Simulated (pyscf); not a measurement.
Optimised with ωB97X-D3(BJ)/def2-SVP in PySCF.

**Question.** For Cl–Ge(Cl)(Cl)–Cl (SMILES [Cl][Ge]([Cl])([Cl])[Cl]) + H₂O (SMILES O) → HCl (SMILES Cl) + HO–Ge(Cl)(Cl)–Cl (SMILES [OH][Ge]([Cl])([Cl])[Cl]), a four-centre exchange (singlet surface; Cl–Ge, H–O broken, Cl–H, Ge–O formed), PBE/def2-TZVP gives ΔE‡ = 19.3 kcal/mol and ΔE = +6.6 kcal/mol (zero: the separated reactants). In which direction and how far do PBE0-D3(BJ)/def2-TZVP, M06-2X/def2-TZVP, ωB97M-D3(BJ)/def2-TZVP move these?

**Answer.** PBE0-D3(BJ): ΔE‡ = 20.5 kcal/mol, ΔE = +7.4 kcal/mol; M06-2X: ΔE‡ = 20.2 kcal/mol, ΔE = +5.2 kcal/mol; ωB97M-D3(BJ): ΔE‡ = 22.8 kcal/mol, ΔE = +6.1 kcal/mol. PBE's barrier lies under all of them, by 0.9 to 3.5 kcal/mol. Its reaction energy lies among theirs. On the product side the descent ends in a complex, 4.1 kcal/mol under the separated species and 19.1 kcal/mol under the saddle at ωB97X-D3(BJ)/def2-TZVP. One saddle was located; it need not be the lowest between these sides. Elements up to Kr have no core potential and no relativistic terms here.
